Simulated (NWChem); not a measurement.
System: methyl formate (C$_{2}$H$_{4}$O$_{2}$); SMILES COC=O

Input file for NWChem:

```
start job
memory heap 200 mb stack 900 mb global 1100 mb
geometry units angstroms noautosym nocenter noautoz
  C     -0.509398    -1.318595     0.002594
  O      0.676406    -0.537951     0.001445
  C      0.503956     0.780578     0.000236
  O     -0.552295     1.343814    -0.000184
  H     -1.115372    -1.111425    -0.891944
  H     -0.189132    -2.366689     0.008631
  H     -1.119780    -1.102316     0.891930
  H      1.496118     1.278758    -0.000275
end
basis spherical
  * library def2-svp
end
dft
  xc b3lyp
  iterations 150
  mulliken
end
task dft energy
esp
  recalculate
  probe 0.07
  range 0.3
  factor 1.0
  spacing 0.02
end
task esp
```

Coordinates come from a PBE0/def2-SVP optimisation. B3LYP is NWChem's, with the RPA form of VWN correlation.

Atomic charges in e: unrestrained fits to the electrostatic potential beside Mulliken populations; buried atoms are poorly determined by the fit.

Atoms are numbered as in the input.

Task: What results follow from this input? (B3LYP/def2-SVP.) Quantities: ESP C1; Mulliken C1; ESP O2; Mulliken O2; ESP C3; Mulliken C3; ESP O4; Mulliken O4; relative RMS misfit of the potential (%).

Result: 
```
Quantity                                  Result
----------------------------------------  ------
ESP C1                                      0.28
Mulliken C1                                 0.17
ESP O2                                     -0.43
Mulliken O2                                -0.29
ESP C3                                      0.69
Mulliken C3                                 0.25
ESP O4                                     -0.52
Mulliken O4                                -0.24
relative RMS misfit of the potential (%)      29
```
